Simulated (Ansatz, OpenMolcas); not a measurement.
**Worked example: vertical energy of the triplet above the singlet of Si2H6 (disilane)**

The species is Si2H6 (8 atoms), meant as a singlet with charge 0. As SMILES, `[SiH3][SiH3]`. The shape is that of a PBE0-D4/def2-TZVP optimisation.

Both states at this one shape; open shells run unrestricted unless said. 1 Eh = 27.2114 eV.

| level | program | singlet Si2H6 (Eh) | triplet Si2H6 (Eh) |
| --- | --- | --- | --- |
| BHLYP/aug-cc-pVDZ | OpenMolcas | -582.563716 | -582.313710 |
| MP2/aug-pcseg-0, 10 core orbitals frozen | Ansatz | -580.637694 | -580.372671 |
| MP2/aug-pcseg-2, 10 core orbitals frozen | Ansatz | -581.625742 | -581.378621 |

Work out the vertical gap, second state less first, at each level.


1. BHLYP/aug-cc-pVDZ: -582.313710 − (-582.563716) = 0.250006 Eh = 6.80 eV.
2. MP2/aug-pcseg-0: -580.372671 − (-580.637694) = 0.265023 Eh = 7.21 eV.
3. MP2/aug-pcseg-2: -581.378621 − (-581.625742) = 0.247121 Eh = 6.72 eV.

No measured value is set beside it here; the levels span 6.72 to 7.21 eV.
